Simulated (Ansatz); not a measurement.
C2H4FN (`C=NCF`), relaxed with RKS PBE-D4/def2-SVP in Ansatz 0.2.0 from a rough embedded geometry. The force threshold is 0.03 eV/Å; the program also tests the step.

The species carries charge 0 and has multiplicity 1.

Start:

```xyz
8

C    -0.938    0.072    0.806
N    -0.747    0.268   -0.384
C     0.611    0.026   -0.759
F     1.223   -1.027   -0.090
H    -1.977    0.254    1.265
H    -0.187   -0.235    1.610
H     1.292    0.890   -0.615
H     0.723   -0.248   -1.834
```

Q: How much energy does the relaxation release, and in how many steps? (Estimate.)

A: The calculation gave: 44.81 kJ/mol, in 8 steps, 1 of them rejected.

Q: Which bonds change most? (Estimate.)

A: Computed: C1–N2 from 1.221 to 1.276 Å; C1–H5 from 1.151 to 1.107 Å; C1–H6 from 1.142 to 1.112 Å; N2–C3 from 1.429 to 1.419 Å.

Q: Give the relaxed structure. (Best estimate.)

A: Ansatz gave: 
```xyz
8

C    -0.989    0.038    0.871
N    -0.572    0.469   -0.256
C     0.691    0.059   -0.757
F     1.412   -0.820    0.053
H    -1.978    0.376    1.237
H    -0.409   -0.659    1.514
H     1.314    0.969   -0.918
H     0.532   -0.433   -1.744
```
